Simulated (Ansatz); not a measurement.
We consider rock-salt LiBr, described by B3LYP (VWN-RPA form) (plane waves, PAW; Ansatz, an electronic-structure program).

Total energies, extrapolated to zero smearing (they compare only within this program, potentials and cutoff; free atoms with spin allowed, lowest state found):

```json
[
 {"system": "rock-salt LiBr, relaxed", "energy (eV/atom)": "-1501.3451"},
 {"system": "free Li atom", "energy (eV/atom)": "-203.9162"},
 {"system": "free Br atom", "energy (eV/atom)": "-2792.8687"}
]
```

### Question
Work out the cohesive energy per atom.

### Answer
E_coh = [1 × (-203.9162) + 1 × (-2792.8687)]/2 − (-1501.3451) = 2.95 eV/atom. The reference value is 3.27 eV/atom (measured, zero-point energy (Debye) added; as tabulated in Doll and Stoll (1998), arXiv:cond-mat/9801031), not set against a level without spin–orbit coupling.

Spin–orbit coupling is left out; its size isn't shown.

The PAW data were made under PBE.
